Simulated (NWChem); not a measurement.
Molecule: Na2; SMILES [Na][Na]

Program: NWChem. Pople sets run with spherical d functions. All runs use the structure optimised with PBE0/def2-SVP. B3LYP is NWChem's, with the RPA form of VWN correlation. Vertical excitations in the gas phase; the lowest state need not have the same character in each row.

```json
[
 {"level": "PBE/6-31G*, full TDDFT", "lowest excitation, singlet (eV)": "2.07", "oscillator strength of that lowest state": "0.641", "orbital gap (eV)": "?"},
 {"level": "B3LYP/6-31G*, full TDDFT", "lowest excitation, singlet (eV)": "2.10", "oscillator strength of that lowest state": "0.648", "orbital gap (eV)": "2.00"},
 {"level": "PBE0/6-31G*, full TDDFT", "lowest excitation, singlet (eV)": "2.05", "oscillator strength of that lowest state": "0.640", "orbital gap (eV)": "2.25"},
 {"level": "LRC-wPBEh/6-31G*, full TDDFT", "lowest excitation, singlet (eV)": "2.06", "oscillator strength of that lowest state": "0.639", "orbital gap (eV)": "4.73"}
]
```

### Question
Fill in the missing entries.

### Answer

- PBE/6-31G*, full TDDFT, orbital gap (eV): 1.32
